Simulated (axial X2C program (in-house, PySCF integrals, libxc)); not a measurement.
# Linear SBS⁺ at several levels

Aim: the two bond lengths and stretching wavenumbers of linear SBS⁺, with and without spin–orbit coupling, at PBE0, HF, BHandHLYP, MP2.

Program: an in-house X2C program for linear molecules on PySCF integrals. Level of theory: all-electron X2C, two-component (2c) or spin-free, S dyall-av3z, B dyall-v3z. These are calculated values, not measurements.

All values are calculated.

2 further runs of the same task are left out: 2 set aside as unsound or not needed.

## (1) The job

task.json reads:

```json
{"zs": [16, 5, 16], "q": 1, "bas": ["dyall-av3z", "dyall-v3z", "dyall-av3z"], "r0": [1.72, 1.72], "symm": 1, "scan": ["PBE0", "HF", "BHandHLYP"], "levels": ["PBE0", "HF", "TPSSh"], "nst": 2}
```

Keys: zs atomic numbers; q charge; bas basis sets; r0 starting distance in Å; symm equal bonds; scan levels of the two-bond scan (MP2 follows by itself at each HF point); levels methods; nst determinants followed.

Command:

```bash
python solin.py task.json out
```

Masses S 31.972, B 11.009, S 31.972 u.

## (2) Scan at PBE0, 2c

State: Ω = 1 (beyond evenly filled blocks: ω = -1/2, ω = 3/2). Energies above the lowest point, from the job's result record:

```csv
r(S–B) (Å),r(B–S) (Å),E (meV)
1.6292,1.6292,58.82
1.6292,1.6710,23.95
1.6292,1.7128,39.41
1.6710,1.6292,23.95
1.6710,1.6710,0.00
1.6710,1.7128,25.99
1.6710,1.7546,91.66
1.7128,1.6292,39.41
1.7128,1.6710,25.99
1.7128,1.7128,62.20
1.7546,1.6710,91.66
1.7546,1.7546,222.66
```

A quadratic surface with cubic terms in each bond gives the minimum at 1.669 and 1.669 Å, force constants 4.6, 4.6 and coupling 0.93 mdyn/Å.

## (3) Scan at HF, 2c

State: Ω = 1 (beyond evenly filled blocks: ω = -1/2, ω = 3/2). Energies above the lowest point, from the job's result record:

| r(S–B) (Å) | r(B–S) (Å) | E (meV) |
| --- | --- | --- |
| 1.6292 | 1.6292 | 63.65 |
| 1.6292 | 1.6710 | 23.65 |
| 1.6292 | 1.7128 | 30.76 |
| 1.6710 | 1.6292 | 23.65 |
| 1.6710 | 1.6710 | 0.00 |
| 1.6710 | 1.7128 | 22.87 |
| 1.6710 | 1.7546 | 82.45 |
| 1.7128 | 1.6292 | 30.76 |
| 1.7128 | 1.6710 | 22.87 |
| 1.7128 | 1.7128 | 60.96 |
| 1.7546 | 1.6710 | 82.45 |
| 1.7546 | 1.7546 | 223.55 |

A quadratic surface with cubic terms in each bond gives the minimum at 1.670 and 1.670 Å, force constants 4.25, 4.25 and coupling 1.39 mdyn/Å.

## (4) Scan at BHandHLYP, 2c

State: Ω = 1 (beyond evenly filled blocks: ω = -1/2, ω = 3/2). Energies above the lowest point, from the job's result record:

```
r(S–B) (Å)  r(B–S) (Å)  E (meV)
    1.6292      1.6292    29.97
    1.6292      1.6710     8.46
    1.6292      1.7128    35.25
    1.6710      1.6292     8.46
    1.6710      1.6710     0.00
    1.6710      1.7128    39.39
    1.6710      1.7546   116.58
    1.7128      1.6292    35.25
    1.7128      1.6710    39.39
    1.7128      1.7128    90.92
    1.7546      1.6710   116.58
    1.7546      1.7546   279.83
```

A quadratic surface with cubic terms in each bond gives the minimum at 1.659 and 1.659 Å, force constants 4.61, 4.61 and coupling 1.11 mdyn/Å.

## (5) The levels side by side

| level | r(S–B) (Å) | r(B–S) (Å) | lower stretch (cm⁻¹) | upper stretch (cm⁻¹) |
| --- | --- | --- | --- | --- |
| PBE0, 2c | 1.669 | 1.669 | 541.9 | 1151.1 |
| HF, 2c | 1.670 | 1.670 | 547.1 | 1015.7 |
| BHandHLYP, 2c | 1.659 | 1.659 | 551.0 | 1124.5 |
| MP2, 2c | 1.660 | 1.660 | 553.8 | 963.1 |
| PBE0, spin-free | 1.669 | 1.669 | 542.0 | 1151.1 |
| HF, spin-free | 1.670 | 1.670 | 547.2 | 1014.6 |
| BHandHLYP, spin-free | 1.659 | 1.659 | 551.2 | 1124.7 |
| MP2, spin-free | 1.660 | 1.660 | 554.4 | 967.5 |

Scans not shown above were run alike.

**Reading.** Over the levels the S–B bond spans 1.659 to 1.670 Å and the B–S bond 1.659 to 1.670 Å. At PBE0 spin–orbit coupling leaves both bonds unchanged to 0.001 Å. Each state is one determinant, the lowest of a limited PBE0 search; the stretches come from a fit to few points and are good to some per cent at best. The stretches are sorted by size, and where the two bonds are alike the symmetric and antisymmetric modes can swap order between levels. MP2 freezes inner shells (threshold -2 hartree). The molecule was held linear; bending was not examined, so a bent shape may lie lower. Open-shell Ω = 0 determinants with evenly filled partner blocks cannot be reached by this program, so the Ω shown need not be the lowest component. Note: several unpaired electrons, one determinant need not be a pure state.
